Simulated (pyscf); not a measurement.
Thermochemistry of product channels of `[CH3][SiH2][Cl]` + `[ClH]` on the singlet surface, in kcal/mol, from ωB97M-D3(BJ)/def2-TZVP energies (ideal gas, 1 atm, RRHO with modes under 100 cm⁻¹ raised to 100, one conformer, R ln 2 for chiral ones without a mode under 150 cm⁻¹). PySCF, gas phase, ωB97X-D3(BJ)/def2-SVP geometries.

| products | ΔE | ΔH(298 K) | ΔG(298 K) | ΔG(600 K) |
|---|---|---|---|---|
| `[CH4]` + `[Cl][SiH2][Cl]` | [?] | -21.4 | -20.5 | -19.5 |
| `[Cl][CH2][SiH2][Cl]` + `[H][H]` | [?] | +21.0 | +22.8 | +24.4 |

Task: Some entries are withheld; supply them.

Result: 
- `[CH4]` + `[Cl][SiH2][Cl]`, ΔE: -23.1
- `[Cl][CH2][SiH2][Cl]` + `[H][H]`, ΔE: +23.5

These are energies of the channels, which say nothing of barriers. Cl–CH₂–SiH₂–Cl lies 43.7 kcal/mol over its isomer H₃C–SiH(Cl)–Cl (electronic energy, ωB97M-D3(BJ)/def2-TZVP).
